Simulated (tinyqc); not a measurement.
Worked calculation (part 1 of 2): RKS/PBE in the sto-6g basis, for LiH, spin multiplicity 1. Computed by tinyqc, a small Python program that keeps every step (integrals from PySCF). Settings: charge = 0, multiplicity = 1, basis = sto-6g, energy threshold = 1e-08, iteration cap = 53, orthogonalisation = canonical, start = highest core orbitals, DIIS depth = 4, DIIS from iteration = 3, method = RKS, functional = pbe,pbe, grid = [30, 26]. Command: `OMP_NUM_THREADS=1 python tinyqc.py 22289 22290 out.jsonl` (the two numbers bound the seeds that draw the settings). One thread of a shared host (Intel(R) Xeon(R) Processor @ 2.60GHz), about 0.5 s of CPU time with the checks. Later iterations appear only in the table of the cycle.

## One-electron integrals

Geometry (angstrom):
```
atom         x         y         z
Li    0.000000  0.000000  0.000000
H     0.000000  0.000000  1.437000
```

Basis sto-6g: exponents (1/bohr^2) and contraction coefficients of normalised primitives:
```
element  l (shell)    exponent  coefficient
Li           s (1)  167.175846     0.009164
Li           s (1)   30.651508     0.049361
Li           s (1)    8.575187     0.168538
Li           s (1)    2.945808     0.370563
Li           s (1)    1.143944     0.416492
Li           s (1)    0.471139     0.130334
Li           s (2)    6.597564    -0.013253
Li           s (2)    1.305830    -0.046992
Li           s (2)    0.405851    -0.033785
Li           s (2)    0.156146     0.250242
Li           s (2)    0.067814     0.595117
Li           s (2)    0.031084     0.240706
Li           p (3)    6.597564     0.003760
Li           p (3)    1.305830     0.037679
Li           p (3)    0.405851     0.173897
Li           p (3)    0.156146     0.418036
Li           p (3)    0.067814     0.425860
Li           p (3)    0.031084     0.101708
H            s (1)   35.523221     0.009164
H            s (1)    6.513144     0.049361
H            s (1)    1.822143     0.168538
H            s (1)    0.625955     0.370563
H            s (1)    0.243077     0.416492
H            s (1)    0.100112     0.130334
```

Overlap, kinetic and nuclear-attraction integrals over the contracted functions; the nuclear repulsion is the sum of Za Zb / Rab.

nuclear repulsion = 1.10475409 hartree

overlap S, order 1Li 1s, 1Li 2s, 1Li 2px, 1Li 2py, 1Li 2pz, 2H 1s:
$$\begin{pmatrix}
1.000000 & 0.235742 & 0.000000 & 0.000000 & 0.000000 & 0.096643 \\
0.235742 & 1.000000 & 0.000000 & 0.000000 & 0.000000 & 0.437816 \\
0.000000 & 0.000000 & 1.000000 & 0.000000 & 0.000000 & 0.000000 \\
0.000000 & 0.000000 & 0.000000 & 1.000000 & 0.000000 & 0.000000 \\
0.000000 & 0.000000 & 0.000000 & 0.000000 & 1.000000 & 0.538021 \\
0.096643 & 0.437816 & 0.000000 & 0.000000 & 0.538021 & 1.000000
\end{pmatrix}$$

kinetic energy T (hartree), order 1Li 1s, 1Li 2s, 1Li 2px, 1Li 2py, 1Li 2pz, 2H 1s:
$$\begin{pmatrix}
3.616742 & -0.110723 & 0.000000 & 0.000000 & 0.000000 & -0.015579 \\
-0.110723 & 0.106524 & 0.000000 & 0.000000 & 0.000000 & 0.052360 \\
0.000000 & 0.000000 & 0.320007 & 0.000000 & 0.000000 & 0.000000 \\
0.000000 & 0.000000 & 0.000000 & 0.320007 & 0.000000 & 0.000000 \\
0.000000 & 0.000000 & 0.000000 & 0.000000 & 0.320007 & 0.155249 \\
-0.015579 & 0.052360 & 0.000000 & 0.000000 & 0.155249 & 0.768522
\end{pmatrix}$$

nuclear attraction V (hartree), order 1Li 1s, 1Li 2s, 1Li 2px, 1Li 2py, 1Li 2pz, 2H 1s:
$$\begin{pmatrix}
-8.435394 & -0.915051 & 0.000000 & 0.000000 & -0.020890 & -0.420145 \\
-0.915051 & -1.509077 & 0.000000 & 0.000000 & -0.130408 & -0.851211 \\
0.000000 & 0.000000 & -1.474061 & 0.000000 & 0.000000 & 0.000000 \\
0.000000 & 0.000000 & 0.000000 & -1.474061 & 0.000000 & 0.000000 \\
-0.020890 & -0.130408 & 0.000000 & 0.000000 & -1.578944 & -1.072708 \\
-0.420145 & -0.851211 & 0.000000 & 0.000000 & -1.072708 & -2.338575
\end{pmatrix}$$

core Hamiltonian H = T + V (hartree), order 1Li 1s, 1Li 2s, 1Li 2px, 1Li 2py, 1Li 2pz, 2H 1s:
$$\begin{pmatrix}
-4.818652 & -1.025774 & 0.000000 & 0.000000 & -0.020890 & -0.435724 \\
-1.025774 & -1.402553 & 0.000000 & 0.000000 & -0.130408 & -0.798851 \\
0.000000 & 0.000000 & -1.154053 & 0.000000 & 0.000000 & 0.000000 \\
0.000000 & 0.000000 & 0.000000 & -1.154053 & 0.000000 & 0.000000 \\
-0.020890 & -0.130408 & 0.000000 & 0.000000 & -1.258936 & -0.917459 \\
-0.435724 & -0.798851 & 0.000000 & 0.000000 & -0.917459 & -1.570053
\end{pmatrix}$$

## Two-electron integrals

Functions are numbered as in S; the eight-fold symmetry (ij|kl) = (ji|kl) = (kl|ij) leaves the list below.

Two-electron integrals (ij|kl) in chemists' order, unique and non-zero (hartree):
```
(11|11) 1.681247   (21|11) 0.242603   (21|21) 0.044507   (22|11) 0.397190
(22|21) 0.090279   (22|22) 0.290625   (31|31) 0.009437   (32|31) 0.014261
(32|32) 0.064236   (33|11) 0.397190   (33|21) 0.090279   (33|22) 0.290625
(33|33) 0.313125   (41|41) 0.009437   (42|41) 0.014261   (42|42) 0.064236
(43|43) 0.016875   (44|11) 0.397190   (44|21) 0.090279   (44|22) 0.290625
(44|33) 0.279374   (44|44) 0.313125   (51|51) 0.009437   (52|51) 0.014261
(52|52) 0.064236   (53|53) 0.016875   (54|54) 0.016875   (55|11) 0.397190
(55|21) 0.090279   (55|22) 0.290625   (55|33) 0.279374   (55|44) 0.279374
(55|55) 0.313125   (61|11) 0.102479   (61|21) 0.018271   (61|22) 0.036879
(61|33) 0.036400   (61|44) 0.036400   (61|51) 0.002396   (61|52) 0.004613
(61|55) 0.037837   (61|61) 0.008263   (62|11) 0.177878   (62|21) 0.040613
(62|22) 0.131825   (62|33) 0.125908   (62|44) 0.125908   (62|51) 0.007091
(62|52) 0.036466   (62|55) 0.143659   (62|61) 0.019542   (62|62) 0.090541
(63|31) 0.004026   (63|32) 0.016693   (63|53) 0.006090   (63|63) 0.007747
(64|41) 0.004026   (64|42) 0.016693   (64|54) 0.006090   (64|64) 0.007747
(65|11) 0.204139   (65|21) 0.047224   (65|22) 0.158920   (65|33) 0.148688
(65|44) 0.148688   (65|51) 0.011137   (65|52) 0.056138   (65|55) 0.179384
(65|61) 0.024035   (65|62) 0.121410   (65|65) 0.166610   (66|11) 0.365548
(66|21) 0.085208   (66|22) 0.296287   (66|33) 0.271693   (66|44) 0.271693
(66|51) 0.018884   (66|52) 0.109950   (66|55) 0.345473   (66|61) 0.043913
(66|62) 0.247534   (66|65) 0.347437   (66|66) 0.774999
```

## Orthogonalisation

S = U s U^T; canonical form X = U s^(-1/2), so that X^T S X = 1. Each column of U has its largest component positive (the first on a tie).

eigenvalues of S: [0.304178, 0.800998, 1.000000, 1.000000, 1.157582, 1.737242]

X, order 1Li 1s, 1Li 2s, 1Li 2px, 1Li 2py, 1Li 2pz, 2H 1s:
$$\begin{pmatrix}
0.106596 & 0.813256 & 0.000000 & 0.000000 & 0.593425 & 0.184489 \\
-0.835382 & -0.623103 & 0.000000 & 0.000000 & 0.459819 & 0.365422 \\
0.000000 & 0.000000 & 0.997935 & 0.064230 & 0.000000 & 0.000000 \\
0.000000 & 0.000000 & -0.064230 & 0.997935 & 0.000000 & 0.000000 \\
-0.982199 & 0.418181 & 0.000000 & 0.000000 & -0.525888 & 0.376563 \\
1.270277 & -0.154676 & 0.000000 & 0.000000 & -0.154028 & 0.515999
\end{pmatrix}$$

Within a degenerate level the vectors are fixed only up to a rotation; this is one choice.

## Starting guess

The start is the highest orbitals of the core Hamiltonian (a deliberately bad start); D = 2 C_occ C_occ^T.

D at the start, order 1Li 1s, 1Li 2s, 1Li 2px, 1Li 2py, 1Li 2pz, 2H 1s:
$$\begin{pmatrix}
0.064183 & -0.394733 & 0.000000 & 0.000000 & 0.031741 & 0.191168 \\
-0.394733 & 2.763970 & 0.000000 & 0.000000 & 0.806856 & -2.024922 \\
0.000000 & 0.000000 & 0.000000 & 0.000000 & 0.000000 & 0.000000 \\
0.000000 & 0.000000 & 0.000000 & 0.000000 & 0.000000 & 0.000000 \\
0.031741 & 0.806856 & 0.000000 & 0.000000 & 3.001314 & -2.435682 \\
0.191168 & -2.024922 & 0.000000 & 0.000000 & -2.435682 & 2.713675
\end{pmatrix}$$

## Iteration 1: exchange-correlation on the grid

Becke grid with 30 radial and 26 angular points per atom, points of zero weight dropped. rho = sum D_ij phi_i phi_j; V_xc,ij = sum w v_xc phi_i phi_j plus the gradient terms; v_xc is d(rho eps)/d rho at fixed gradient.

The 12 grid points with the largest w rho, of 1539 (bohr, atomic units):
```
x                  y          z          w       rho  |grad rho|^2     eps_xc       v_xc
0.000000    0.000000  -2.915464   2.675605  0.025072      0.000528  -0.260985  -0.334726
0.000000    0.000000  -3.477478   4.336980  0.014521      0.000220  -0.222498  -0.280109
0.000000    0.000000  -2.422958   1.616333  0.038156      0.000876  -0.295617  -0.383050
0.000000    0.000000  -4.117112   6.913624  0.007317      0.000067  -0.183203  -0.222313
0.000000    0.000000  -1.993197   0.951862  0.051119      0.000846  -0.322702  -0.420425
0.000000    0.000000  -4.844445  10.886707  0.003150      0.000014  -0.145761  -0.166164
0.000000    0.000000  -1.620365   0.543820  0.060250      0.000314  -0.339156  -0.442692
0.000000    2.061544  -2.061544   2.140484  0.014798      0.000229  -0.223742  -0.281799
-2.061544   0.000000  -2.061544   2.140484  0.014798      0.000229  -0.223742  -0.281799
2.061544    0.000000  -2.061544   2.140484  0.014798      0.000229  -0.223742  -0.281799
0.000000   -2.061544  -2.061544   2.140484  0.014798      0.000229  -0.223742  -0.281799
0.000000    2.458948  -2.458948   3.469584  0.008572      0.000088  -0.191424  -0.234830
```

electrons on the grid, sum of w rho = 3.982214

E_xc = sum of w rho eps_xc = -0.94203938 hartree

V_xc (hartree), order 1Li 1s, 1Li 2s, 1Li 2px, 1Li 2py, 1Li 2pz, 2H 1s:
$$\begin{pmatrix}
-0.401745 & -0.069931 & 0.000000 & 0.000000 & 0.002881 & -0.030165 \\
-0.069931 & -0.236425 & 0.000000 & 0.000000 & 0.017211 & -0.122751 \\
0.000000 & 0.000000 & -0.223969 & 0.000000 & 0.000000 & 0.000000 \\
0.000000 & 0.000000 & 0.000000 & -0.223969 & 0.000000 & 0.000000 \\
0.002881 & 0.017211 & 0.000000 & 0.000000 & -0.261360 & -0.157703 \\
-0.030165 & -0.122751 & 0.000000 & 0.000000 & -0.157703 & -0.399079
\end{pmatrix}$$

## Iteration 1: building the Kohn-Sham matrix

J_ij = sum D_kl (ij|kl); F = H + J + V_xc; E = tr D H + tr D J / 2 + E_xc + E_nn.

Coulomb J (hartree), order 1Li 1s, 1Li 2s, 1Li 2px, 1Li 2py, 1Li 2pz, 2H 1s:
$$\begin{pmatrix}
1.522640 & 0.344610 & 0.000000 & 0.000000 & -0.007196 & 0.141341 \\
0.344610 & 1.139855 & 0.000000 & 0.000000 & -0.016455 & 0.555262 \\
0.000000 & 0.000000 & 1.112974 & 0.000000 & 0.000000 & 0.000000 \\
0.000000 & 0.000000 & 0.000000 & 1.112974 & 0.000000 & 0.000000 \\
-0.007196 & -0.016455 & 0.000000 & 0.000000 & 1.193611 & 0.693468 \\
0.141341 & 0.555262 & 0.000000 & 0.000000 & 0.693468 & 1.415541
\end{pmatrix}$$

Kohn-Sham matrix F (hartree), order 1Li 1s, 1Li 2s, 1Li 2px, 1Li 2py, 1Li 2pz, 2H 1s:
$$\begin{pmatrix}
-3.697757 & -0.751096 & 0.000000 & 0.000000 & -0.025204 & -0.324547 \\
-0.751096 & -0.499123 & 0.000000 & 0.000000 & -0.129653 & -0.366339 \\
0.000000 & 0.000000 & -0.265048 & 0.000000 & 0.000000 & 0.000000 \\
0.000000 & 0.000000 & 0.000000 & -0.265048 & 0.000000 & 0.000000 \\
-0.025204 & -0.129653 & 0.000000 & 0.000000 & -0.326685 & -0.381693 \\
-0.324547 & -0.366339 & 0.000000 & 0.000000 & -0.381693 & -0.553591
\end{pmatrix}$$

total energy of this density = -1.52626295 hartree

## Iteration 1: diagonalisation and new density

Diagonalise F' = X^T F X, C = X C', fill 2 alpha and 2 beta electrons from the bottom; D = 2 C_occ C_occ^T. Each column has its largest component positive (the first on a tie).

F' = X^T F X (hartree):
$$\begin{pmatrix}
-0.030436 & -0.140339 & 0.000000 & 0.000000 & -0.052578 & -0.080185 \\
-0.140339 & -1.837744 & 0.000000 & 0.000000 & -1.594059 & -0.632906 \\
0.000000 & 0.000000 & -0.265048 & 0.000000 & 0.000000 & 0.000000 \\
0.000000 & 0.000000 & 0.000000 & -0.265048 & 0.000000 & 0.000000 \\
-0.052578 & -1.594059 & 0.000000 & 0.000000 & -1.793269 & -0.638062 \\
-0.080185 & -0.632906 & 0.000000 & 0.000000 & -0.638062 & -0.874958
\end{pmatrix}$$

orbital energies (hartree): MO1 -3.702517, MO2 -0.590911, MO3 -0.265048, MO4 -0.265048, MO5 -0.238715, MO6 -0.004265

coefficients C, order 1Li 1s, 1Li 2s, 1Li 2px, 1Li 2py, 1Li 2pz, 2H 1s:
$$\begin{pmatrix}
1.008274 & -0.125178 & 0.000000 & 0.000000 & -0.160690 & 0.028837 \\
-0.039070 & 0.346333 & 0.000000 & 0.000000 & 0.964612 & -0.615742 \\
0.000000 & 0.000000 & 0.457711 & 0.889101 & 0.000000 & 0.000000 \\
0.000000 & 0.000000 & 0.889101 & -0.457711 & 0.000000 & 0.000000 \\
0.004872 & 0.310690 & 0.000000 & 0.000000 & -0.372931 & -1.149921 \\
0.002422 & 0.632647 & 0.000000 & 0.000000 & -0.348289 & 1.185729
\end{pmatrix}$$

D after iteration 1, order 1Li 1s, 1Li 2s, 1Li 2px, 1Li 2py, 1Li 2pz, 2H 1s:
$$\begin{pmatrix}
2.064570 & -0.165494 & 0.000000 & 0.000000 & -0.067959 & -0.153504 \\
-0.165494 & 0.242946 & 0.000000 & 0.000000 & 0.214824 & 0.438024 \\
0.000000 & 0.000000 & 0.000000 & 0.000000 & 0.000000 & 0.000000 \\
0.000000 & 0.000000 & 0.000000 & 0.000000 & 0.000000 & 0.000000 \\
-0.067959 & 0.214824 & 0.000000 & 0.000000 & 0.193104 & 0.393138 \\
-0.153504 & 0.438024 & 0.000000 & 0.000000 & 0.393138 & 0.800497
\end{pmatrix}$$

Within a degenerate level the vectors are fixed only up to a rotation; this is one choice.

## Iteration 2: exchange-correlation on the grid

As before.

The 12 grid points with the largest w rho, of 1539 (bohr, atomic units):
```
x                  y          z         w       rho  |grad rho|^2     eps_xc       v_xc
0.000000    0.000000   1.620365  0.422019  0.078536      0.012428  -0.371100  -0.471038
0.000000    0.000000   1.993197  0.227782  0.142143      0.060583  -0.446159  -0.563964
0.000000    0.000000  -0.443931  0.016700  1.168213     39.839959  -0.903250  -1.026526
-0.443931   0.000000   0.000000  0.016700  1.158143     39.582434  -0.901779  -1.022639
0.443931    0.000000   0.000000  0.016700  1.158143     39.582434  -0.901779  -1.022639
0.000000    0.443931   0.000000  0.016700  1.158143     39.582434  -0.901779  -1.022639
0.000000   -0.443931   0.000000  0.016700  1.158143     39.582434  -0.901779  -1.022639
0.000000    0.000000   0.443931  0.016700  1.153380     39.031653  -0.900381  -1.021534
0.000000    0.000000  -0.601666  0.037797  0.496540      7.226811  -0.718392  -0.760151
0.000000    0.000000   0.601666  0.037796  0.492689      6.846308  -0.714201  -0.759569
-0.601666   0.000000   0.000000  0.037797  0.489823      7.117064  -0.716729  -0.756204
0.000000    0.601666   0.000000  0.037797  0.489823      7.117064  -0.716729  -0.756204
```

electrons on the grid, sum of w rho = 4.008564

E_xc = sum of w rho eps_xc = -2.31272702 hartree

V_xc (hartree), order 1Li 1s, 1Li 2s, 1Li 2px, 1Li 2py, 1Li 2pz, 2H 1s:
$$\begin{pmatrix}
-1.090946 & -0.123169 & 0.000000 & 0.000000 & -0.005792 & -0.058351 \\
-0.123169 & -0.163069 & 0.000000 & 0.000000 & -0.076121 & -0.147884 \\
0.000000 & 0.000000 & -0.147502 & 0.000000 & 0.000000 & 0.000000 \\
0.000000 & 0.000000 & 0.000000 & -0.147502 & 0.000000 & 0.000000 \\
-0.005792 & -0.076121 & 0.000000 & 0.000000 & -0.194196 & -0.203151 \\
-0.058351 & -0.147884 & 0.000000 & 0.000000 & -0.203151 & -0.462382
\end{pmatrix}$$

## Iteration 2: building the Kohn-Sham matrix

As before.

Coulomb J (hartree), order 1Li 1s, 1Li 2s, 1Li 2px, 1Li 2py, 1Li 2pz, 2H 1s:
$$\begin{pmatrix}
4.141446 & 0.660814 & 0.000000 & 0.000000 & 0.034194 & 0.292083 \\
0.660814 & 1.383166 & 0.000000 & 0.000000 & 0.188345 & 0.795202 \\
0.000000 & 0.000000 & 1.348226 & 0.000000 & 0.000000 & 0.000000 \\
0.000000 & 0.000000 & 0.000000 & 1.348226 & 0.000000 & 0.000000 \\
0.034194 & 0.188345 & 0.000000 & 0.000000 & 1.453049 & 1.009790 \\
0.292083 & 0.795202 & 0.000000 & 0.000000 & 1.009790 & 2.006799
\end{pmatrix}$$

Kohn-Sham matrix F (hartree), order 1Li 1s, 1Li 2s, 1Li 2px, 1Li 2py, 1Li 2pz, 2H 1s:
$$\begin{pmatrix}
-1.768152 & -0.488129 & 0.000000 & 0.000000 & 0.007512 & -0.201992 \\
-0.488129 & -0.182455 & 0.000000 & 0.000000 & -0.018184 & -0.151533 \\
0.000000 & 0.000000 & 0.046671 & 0.000000 & 0.000000 & 0.000000 \\
0.000000 & 0.000000 & 0.000000 & 0.046671 & 0.000000 & 0.000000 \\
0.007512 & -0.018184 & 0.000000 & 0.000000 & -0.000083 & -0.110819 \\
-0.201992 & -0.151533 & 0.000000 & 0.000000 & -0.110819 & -0.025636
\end{pmatrix}$$

total energy of this density = -7.98227055 hartree

## Iteration 2: diagonalisation and new density

As before.

F' = X^T F X (hartree):
$$\begin{pmatrix}
0.410088 & -0.070262 & 0.000000 & 0.000000 & -0.022998 & 0.011243 \\
-0.070262 & -0.695656 & 0.000000 & 0.000000 & -0.776284 & -0.345465 \\
0.000000 & 0.000000 & 0.046671 & 0.000000 & 0.000000 & 0.000000 \\
0.000000 & 0.000000 & 0.000000 & 0.046671 & 0.000000 & 0.000000 \\
-0.022998 & -0.776284 & 0.000000 & 0.000000 & -0.883716 & -0.415183 \\
0.011243 & -0.345465 & 0.000000 & 0.000000 & -0.415183 & -0.299828
\end{pmatrix}$$

orbital energies (hartree): MO1 -1.771346, MO2 -0.107024, MO3 -0.007450, MO4 0.046671, MO5 0.046671, MO6 0.416708

coefficients C, order 1Li 1s, 1Li 2s, 1Li 2px, 1Li 2py, 1Li 2pz, 2H 1s:
$$\begin{pmatrix}
0.988713 & -0.208236 & -0.187854 & 0.000000 & 0.000000 & 0.052288 \\
0.041583 & 0.564029 & 0.746635 & 0.000000 & 0.000000 & -0.744154 \\
0.000000 & 0.000000 & 0.000000 & 0.999882 & 0.015365 & 0.000000 \\
0.000000 & 0.000000 & 0.000000 & -0.015365 & 0.999882 & 0.000000 \\
-0.006481 & 0.337441 & -0.650928 & 0.000000 & 0.000000 & -1.010115 \\
0.005710 & 0.455799 & -0.185215 & 0.000000 & 0.000000 & 1.298236
\end{pmatrix}$$

D after iteration 2, order 1Li 1s, 1Li 2s, 1Li 2px, 1Li 2py, 1Li 2pz, 2H 1s:
$$\begin{pmatrix}
2.041830 & -0.152675 & 0.000000 & 0.000000 & -0.153351 & -0.178537 \\
-0.152675 & 0.639716 & 0.000000 & 0.000000 & 0.380114 & 0.514643 \\
0.000000 & 0.000000 & 0.000000 & 0.000000 & 0.000000 & 0.000000 \\
0.000000 & 0.000000 & 0.000000 & 0.000000 & 0.000000 & 0.000000 \\
-0.153351 & 0.380114 & 0.000000 & 0.000000 & 0.227817 & 0.307536 \\
-0.178537 & 0.514643 & 0.000000 & 0.000000 & 0.307536 & 0.415571
\end{pmatrix}$$

Within a degenerate level the vectors are fixed only up to a rotation; this is one choice.

## Iteration 7 (converged): orbitals

converged F (hartree), order 1Li 1s, 1Li 2s, 1Li 2px, 1Li 2py, 1Li 2pz, 2H 1s:
$$\begin{pmatrix}
-1.787886 & -0.490955 & 0.000000 & 0.000000 & 0.005335 & -0.204282 \\
-0.490955 & -0.196607 & 0.000000 & 0.000000 & -0.027170 & -0.169885 \\
0.000000 & 0.000000 & 0.035724 & 0.000000 & 0.000000 & 0.000000 \\
0.000000 & 0.000000 & 0.000000 & 0.035724 & 0.000000 & 0.000000 \\
0.005335 & -0.027170 & 0.000000 & 0.000000 & -0.020649 & -0.138460 \\
-0.204282 & -0.169885 & 0.000000 & 0.000000 & -0.138460 & -0.092988
\end{pmatrix}$$

As before.

F' = X^T F X (hartree):
$$\begin{pmatrix}
0.364982 & -0.065323 & 0.000000 & 0.000000 & -0.013978 & -0.015164 \\
-0.065323 & -0.712730 & 0.000000 & 0.000000 & -0.783556 & -0.341993 \\
0.000000 & 0.000000 & 0.035724 & 0.000000 & 0.000000 & 0.000000 \\
0.000000 & 0.000000 & 0.000000 & 0.035724 & 0.000000 & 0.000000 \\
-0.013978 & -0.783556 & 0.000000 & 0.000000 & -0.898240 & -0.406106 \\
-0.015164 & -0.341993 & 0.000000 & 0.000000 & -0.406106 & -0.344493
\end{pmatrix}$$

orbital energies (hartree): MO1 -1.790904, MO2 -0.150990, MO3 -0.019094, MO4 0.035724, MO5 0.035724, MO6 0.370506

coefficients C, order 1Li 1s, 1Li 2s, 1Li 2px, 1Li 2py, 1Li 2pz, 2H 1s:
$$\begin{pmatrix}
0.989047 & -0.188547 & -0.204547 & 0.000000 & 0.000000 & 0.057741 \\
0.040184 & 0.457946 & 0.809099 & 0.000000 & 0.000000 & -0.751743 \\
0.000000 & 0.000000 & 0.000000 & 0.106258 & 0.994339 & 0.000000 \\
0.000000 & 0.000000 & 0.000000 & 0.994339 & -0.106258 & 0.000000 \\
-0.005249 & 0.339047 & -0.596912 & 0.000000 & 0.000000 & -1.042432 \\
0.006191 & 0.537248 & -0.172760 & 0.000000 & 0.000000 & 1.268459
\end{pmatrix}$$

D after iteration 7, order 1Li 1s, 1Li 2s, 1Li 2px, 1Li 2py, 1Li 2pz, 2H 1s:
$$\begin{pmatrix}
2.027529 & -0.093202 & 0.000000 & 0.000000 & -0.138236 & -0.190347 \\
-0.093202 & 0.422659 & 0.000000 & 0.000000 & 0.310108 & 0.492559 \\
0.000000 & 0.000000 & 0.000000 & 0.000000 & 0.000000 & 0.000000 \\
0.000000 & 0.000000 & 0.000000 & 0.000000 & 0.000000 & 0.000000 \\
-0.138236 & 0.310108 & 0.000000 & 0.000000 & 0.229960 & 0.364239 \\
-0.190347 & 0.492559 & 0.000000 & 0.000000 & 0.364239 & 0.577348
\end{pmatrix}$$

Within a degenerate level the vectors are fixed only up to a rotation; this is one choice.
